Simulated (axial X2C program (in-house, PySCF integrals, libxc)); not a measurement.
Outer orbitals of AlS⁻ at 2.106 Å, r2SCAN

Computed with an in-house relativistic program for diatomic molecules. Spin-free means the one-electron spin-free X2C Hamiltonian; two-component (2c) means X2C with spin–orbit coupling and atomic mean-field two-electron Coulomb and Gaunt terms, so the difference of the two also holds small scalar two-electron terms. Basis: S dyall-av3z [9s8p3d2f], Al dyall-av3z [9s9p3d2f] (cores contracted in-house); Gaussian nuclei, density fitting, unrestricted open shells. Masses: S 31.972 u, Al 26.982 u.

The distance is close to the 2c PBE0 minimum; the highest filled and lowest empty levels are listed.

Spin-free orbitals, state M_S = 0, Λ = 0 (closed shell) (Löwdin shares):

```json
{"symmetry": "σα", "occupied": "yes", "ε (eV)": "-11.19", "atomic character": "69% S s, 11% Al p, 8% Al s"}
{"symmetry": "σα", "occupied": "yes", "ε (eV)": "-3.17", "atomic character": "54% S p, 35% Al s, 5% S s"}
{"symmetry": "π-α", "occupied": "yes", "ε (eV)": "-0.79", "atomic character": "74% S p, 16% Al p, 6% Al d"}
{"symmetry": "π+α", "occupied": "yes", "ε (eV)": "-0.79", "atomic character": "74% S p, 16% Al p, 6% Al d"}
{"symmetry": "σα", "occupied": "yes", "ε (eV)": "-0.15", "atomic character": "34% Al p, 30% Al s, 28% S p"}
{"symmetry": "π+α", "occupied": "no", "ε (eV)": "2.72", "atomic character": "77% Al p, 9% Al d, 7% S p"}
{"symmetry": "π-α", "occupied": "no", "ε (eV)": "2.72", "atomic character": "77% Al p, 9% Al d, 7% S p"}
{"symmetry": "σα", "occupied": "no", "ε (eV)": "3.14", "atomic character": "71% Al p, 19% Al s, 7% S p"}
{"symmetry": "π+α", "occupied": "no", "ε (eV)": "3.35", "atomic character": "82% Al p, 9% Al d, 6% S d"}
{"symmetry": "π-α", "occupied": "no", "ε (eV)": "3.35", "atomic character": "82% Al p, 9% Al d, 6% S d"}
```

One partner of each degenerate Kramers or spin pair is listed.

Spinors with spin–orbit coupling (state Ω = 0):

| ω | occupied | ε (eV) | atomic character | λ mixture |
| --- | --- | --- | --- | --- |
| 1/2 | yes | -11.19 | 69% S s, 11% Al p, 8% Al s | 100% σ |
| 1/2 | yes | -3.17 | 54% S p, 35% Al s, 5% S s | 100% σ |
| 1/2 | yes | -0.81 | 74% S p, 16% Al p, 6% Al d | 100% π |
| 3/2 | yes | -0.77 | 73% S p, 16% Al p, 6% Al d | 100% π |
| 1/2 | yes | -0.15 | 34% Al p, 30% Al s, 28% S p | 100% σ |
| 1/2 | no | 2.72 | 78% Al p, 9% Al d, 7% S p | 100% π |
| 3/2 | no | 2.72 | 78% Al p, 9% Al d, 7% S p | 100% π |
| 1/2 | no | 3.15 | 75% Al p, 15% Al s, 6% S p | 100% σ |
| 1/2 | no | 3.34 | 82% Al p, 9% Al d, 6% S d | 100% π |
| 3/2 | no | 3.35 | 81% Al p, 9% Al d, 6% S d | 100% π |

One partner of each degenerate Kramers or spin pair is listed.

Mulliken charges and populations of the two-component result (they depend on the basis, above all on diffuse functions):

S -0.57 e (s 5.82 p 10.71 d 0.03), Al -0.43 e (s 5.90 p 7.38 d 0.13 f 0.02).

The state is one determinant whose occupation by symmetry is held fixed; it was picked as the lowest of a PBE0 search that is not exhaustive. The highest occupied level of some functionals is positive through self-interaction error; at Hartree–Fock it is bound.
